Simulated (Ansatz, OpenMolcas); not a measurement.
# A ladder of methods for C2HF2 (SMILES [CH]=C(F)F)

The species is C2HF2 (5 atoms), meant as a doublet with charge 0. SMILES: `[CH]=C(F)F`. The shape is that of a PBE0-D4/def2-TZVP optimisation.

```xyz
5

C    -0.0282    0.9127   -0.0149
C     0.1636   -0.3661    0.1246
F     1.0438   -0.9117    0.9325
F    -0.4926   -1.3132   -0.5203
H    -0.6366    1.6045   -0.5634
```

Quantity: the energy change with the C1–C2 bond stretched from 1.301 to 1.496 Å, in eV. The values are calculated.

| level | kind | program | value (eV) | CPU time (all runs) |
| --- | --- | --- | --- | --- |
| UHF/aug-cc-pVDZ | Hartree–Fock | Ansatz | 0.68 | 9.1 s |
| USVWN5/aug-cc-pVDZ | LDA | Ansatz | 0.78 | 9.9 s |
| U-revPBE/aug-cc-pVDZ | GGA | Ansatz | 0.64 | 17 s |
| UPBE/aug-cc-pVDZ | GGA | OpenMolcas | 0.68 | 95 s |
| UM06-L/aug-cc-pVDZ | meta-GGA | OpenMolcas | 0.82 | 2.4 min |
| U-wB97X/aug-cc-pVDZ | range-separated hybrid | Ansatz | 0.86 | 97 s |
| UB2PLYP/aug-cc-pVDZ | double hybrid | Ansatz | 0.84 | 29 s |
| UMP2/aug-cc-pVDZ | perturbation theory | Ansatz | 1.06 | 11 s |

The first shape isn't each level's own minimum. The values span 0.64 to 1.06 eV. Spin contamination of the reference (⟨S²⟩ at least 0.1 too high) touches UHF/aug-cc-pVDZ, UB2PLYP/aug-cc-pVDZ, UMP2/aug-cc-pVDZ (up to 0.54 too high). CPU times are rough (shared hosts, several kinds of processor and program).
